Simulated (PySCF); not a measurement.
**How methods differ on the ionisation energy of O**

O [He] 2s2 2p4 (3P) → O⁺ [He] 2s2 2p3 (4S), as a difference of total energies. Calculation: PySCF 2.14, in aug-cc-pVTZ with one added diffuse shell each of s, p, d, f type (6s5p4d3f, 62 functions); the non-relativistic Hamiltonian (point nucleus). Correlated levels: valence: 1s2 frozen. The calculations carry no spin-orbit coupling.

| method | ionisation energy (eV) |
| --- | --- |
| UHF | 12.032 |
| MP2 (valence) | 13.335 |
| SCS-MP2 (valence) | 13.436 |
| CCSD (valence) | 13.371 |
| CCSD(T) (valence) | 13.419 |

Q: How much does correlation contribute at CCSD(T) (valence)?

A: 13.419 − (12.032) = 1.387 eV, measured against UHF.

Errors of the correlated levels include the incompleteness of this basis and the frozen core.

For comparison: 13.608 eV (measured; NIST levels, between the centres of gravity of the two terms).
